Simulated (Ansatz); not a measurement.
System: bcc K. Method: PBE in Ansatz (PAW).

Settings: plane-wave cutoff 520 eV, 18×18×18 k mesh, Fermi–Dirac smearing 0.071 eV (set by the program), scalar-relativistic PAW data made under PBE.

Computed at the level's own relaxed cell.

Elastic tensor (GPa, Voigt notation, ions relaxed):

```
    4.0     3.4     3.4     0.0     0.0     0.0
    3.4     4.0     3.4     0.0     0.0     0.0
    3.4     3.4     4.0     0.0     0.0     0.0
    0.0     0.0     0.0     2.8     0.0     0.0
    0.0     0.0     0.0     0.0     2.8     0.0
    0.0     0.0     0.0     0.0     0.0     2.8
```

Worked from these constants: the tetragonal shear constant is C′ = (C11 − C12)/2 = 0.3 GPa against C44 = 2.8 GPa, so the tetragonal shear is the softer. The Zener ratio C44/C′ is 9.33 (1 for an isotropic solid), and the Cauchy pressure C12 − C44 is 0.6 GPa. With C11 + 2C12 = 10.8 GPa all three Born conditions hold; they don't test modes at the zone boundary.

The computed numbers hold no vibrational or temperature effects.

Ansatz is a first-principles code.
